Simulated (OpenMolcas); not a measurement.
How methods differ on BPH4 (SMILES BP)

BPH4: 6 atoms, total charge 0, spin state singlet. As SMILES, `BP`. Geometry: relaxed at GFN2-xTB.

```xyz
6

B     0.0027   -0.8680    0.1189
P     0.3787    0.9288    0.2596
H    -0.7775   -1.3512    0.8429
H     0.6592   -1.5409   -0.5759
H     0.5991    1.3191   -1.0437
H    -0.8623    1.5122    0.3982
```

Quantity: the energy change with the B1–H3 bond stretched from 1.169 to 2.922 Å, in eV. The values are calculated.

```csv
level,kind,program,value (eV),less FCI/STO-3G,CPU time (all runs)
HF/STO-3G (restricted),Hartree–Fock,OpenMolcas,9.92,+4.42,3.1 s
SVWN5/STO-3G (restricted),LDA,OpenMolcas,7.28,+1.78,9.1 s
r2SCAN/STO-3G (restricted),meta-GGA,OpenMolcas,7.42,+1.92,13 s
B3LYP/STO-3G (restricted),global hybrid,OpenMolcas,7.52,+2.02,10 s
M06-2X/STO-3G (restricted),hybrid meta-GGA,OpenMolcas,8.27,+2.77,12 s
B2PLYP/STO-3G (restricted),double hybrid,OpenMolcas,7.32,+1.82,8.8 s
CCSD(T)/STO-3G (restricted),coupled cluster or CI,OpenMolcas,5.47,-0.03,4.3 s
FCI/STO-3G,exact in the basis,OpenMolcas,5.50,0.00,1.8 min
```

FCI/STO-3G is exact within its basis and frozen core, so for wave-function methods in that basis the difference is their error; functionals converge differently with the basis, so for them it is only a difference. Spin-restricted single references rise too steeply as a bond breaks, Hartree–Fock most of all. Perturbation and coupled-cluster corrections on them can overshoot downwards. The first shape isn't each level's own minimum. The values span 5.47 to 9.92 eV. All rows use very small basis sets, so even the best lies far from the true value. CPU times are rough (shared hosts, several kinds of processor): they show what a rung costs within a factor of a few.
